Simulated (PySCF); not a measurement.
## AlH, singlet: reading a ladder of total energies

Geometry: that of the AlH⁻, doublet, kept fixed.

```xyz
2

Al    0.0000    0.0000    0.0000
H     0.0000    0.0000    1.7061
```

Basis aug-cc-pVDZ; PySCF 2.14.0. Only valence electrons are correlated (noble-gas cores frozen), which leaves 4 electrons in 31 orbitals. R marks a restricted (for open shells ROHF) determinant.

Full CI is exact within this basis and frozen core; it isn't the basis-set limit.

RCCSD has a T1 diagnostic of 0.013 and a largest doubles amplitude of 0.05.

```
    level  total energy (hartree)
      RHF             -242.453995
     RMP2             -242.508165
    RCCSD             -242.530598
 RCCSD(T)             -242.531756
   RCCSDT             -242.532155
RCCSDT(Q)             -242.532193
  full CI             -242.532204
```

Task: What is the correlation energy at full CI, and what share of it do RMP2 and RCCSD(T) recover?

Result: E(corr) = -242.532204 − (-242.453995) = -0.078209 hartree = -2.128 eV. RMP2: -0.054170 / -0.078209 = 69.26 %. RCCSD(T): -0.077761 / -0.078209 = 99.43 %.

Task: By how many kcal/mol does RCCSD(T) miss full CI (1 hartree = 627.509 kcal/mol), and which steps make up the rest?

Result: -242.531756 − (-242.532204) = 0.000448 hartree = 0.28 kcal/mol. Steps: RCCSDT − RCCSD(T) = -0.25, RCCSDT(Q) − RCCSDT = -0.02, full CI − RCCSDT(Q) = -0.01 kcal/mol. That is within 1 kcal/mol of the reference in this basis, which itself misses far more of the correlation at the basis-set limit.
